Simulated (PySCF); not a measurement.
# C4H6O2: the cost of one run

The runs use PySCF 2.14.0, with density-fitted response routines of our own; the level of theory stands in each step. All values are computed, except where a source is named. Atoms count from 0, in the outputs and in this text.

## Step 1: Starting geometry

12 atoms, charge 0, multiplicity 1; geometry from: MMFF94s. The atoms were then displaced at random by about 0.03 Å, so the start is not that level's minimum.

Bonds of the start (Å): C0–C1 1.26, C1–O2 1.37, O2–C3 1.48, C3–C4 1.40, C3–O5 1.23, C0–H6 1.15, C0–H7 1.05, C1–H8 1.03, C4–H9 1.15, C4–H10 1.05, C4–H11 1.08.

## Step 2: Geometry optimisation at PBE0-D3(BJ)/def2-SVP

Job settings and geometry (Å):

```
{"job": {"xc": "PBE0", "basis": "def2-SVP", "d3": "d3bj", "grid": 1, "shake": 0.03, "kind": "geom"}, "charge": 0, "multiplicity": 1}
C     -2.251480     0.089280     1.104960
C     -1.326570    -0.420910     0.418710
O     -0.191660     0.278960     0.123790
C      0.929370    -0.400760    -0.553570
C      2.012510     0.459400    -0.783800
O      0.748270    -1.548660    -0.948490
H     -2.213070     1.184500     1.442180
H     -3.178450    -0.366310     1.285950
H     -1.351990    -1.410820     0.120640
H      2.426230     0.771970     0.244170
H      2.762590    -0.078480    -1.277640
H      1.749730     1.359080    -1.317000
```

Launch:

```sh
$ OMP_NUM_THREADS=1 python probes_run.py task.json out
```

The driver reads the jobs from task.json and runs them one after another.

**Question.** How long does this first job take on 1 thread of Arm Neoverse V2, shared host, and how much memory does it need?

About 39 s, with a peak of 0.46 GiB.
